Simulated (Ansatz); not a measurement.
Relaxation of CH$_{5}$AlB (8 atoms, charge 0, multiplicity 2), to a largest force component of 0.015 eV/Å in at most 40 steps.

Method: UKS PBE/def2-SVP (Ansatz).

```xyz
8
Properties=species:S:1:pos:R:3
B -0.771 0.493 -0.792
C 0.383 0.535 0.215
Al 1.254 2.346 0.578
H -0.560 0.297 -1.929
H -1.879 0.622 -0.429
H 1.275 -0.041 -0.077
H 0.113 0.252 1.244
H 0.951 3.787 -0.035
```

Task: Where does it end, and by what steps?

Result: The forces met the threshold. After 8 steps the energy has fallen by 0.215 eV; H8 moved furthest, 0.67 Å.

| step | energy less start (eV) | largest force component (eV/Å) | accepted |
| --- | --- | --- | --- |
| 0 | 0.0000 | 1.147 | yes |
| 1 | -0.1256 | 0.350 | yes |
| 2 | -0.1689 | 0.379 | yes |
| 3 | -0.1923 | 0.412 | yes |
| 4 | -0.2016 | 0.316 | yes |
| 5 | -0.2136 | 0.091 | yes |
| 6 | -0.2149 | 0.039 | yes |
| 7 | -0.2151 | 0.019 | yes |
| 8 | -0.2152 | 0.005 | yes |

```xyz
8
Properties=species:S:1:pos:R:3
B -0.634 0.671 -0.713
C 0.444 0.334 0.312
Al 1.101 2.241 0.461
H -0.375 0.685 -1.907
H -1.743 1.035 -0.354
H 1.349 -0.226 -0.001
H 0.156 0.078 1.353
H 0.468 3.471 -0.376
```

Time of the run: 23 s on 1 thread of Arm Neoverse V2, with other jobs on the host, peak memory 0.14 GiB.
